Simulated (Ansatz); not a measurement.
A made-up structure of CH4SSi, singlet:

C1  (-0.635, 0.534, -0.265)
Si2  (0.721, -0.585, 0.318)
S3  (1.296, -2.254, -0.490)
H4  (1.182, -3.414, 0.210)
H5  (-0.233, 1.534, -0.460)
H6  (-1.105, 0.149, -1.169)
H7  (1.346, -0.018, 1.544)
(Å)

It is relaxed with PBE-D4/def2-SVP and then PBE0-D4/def2-TZVP (Ansatz 0.2.0). Atoms count as bonded within 1.22 times the sum of their covalent radii (H–H: 0.88 Å). The end point is not checked to be a true minimum.

**Question.** Does its bonding change? (Judge from chemistry; the calculation decides.)

**Answer.** Computed: No: no bond forms or breaks.

Where it ends: The first stage lowers the energy by 1.27 eV in 9 steps. It ends as CH₄SSi ([CH2][SiH][SH]):
C1  (-0.402, 0.546, -0.510)
Si2  (0.577, -0.618, 0.233)
S3  (0.839, -2.581, -0.507)
H4  (1.666, -2.926, 0.494)
H5  (-0.488, 1.535, -0.074)
H6  (-0.966, 0.370, -1.418)
H7  (1.347, -0.381, 1.471)
(Å)

Labels in which every atom is bracketed show which atoms are joined, not bond orders.

For scale, one of the runs: PBE0-D4/def2-TZVP relaxation, 129 basis functions, launched by `ansatz run in.yaml --threads 2 --pin off --events-out ev --progress --plain --max-ram 4352MiB`. Hardware: 2 CPU threads of an AMD EPYC 7B13, shared host. Wall time about 31 s.
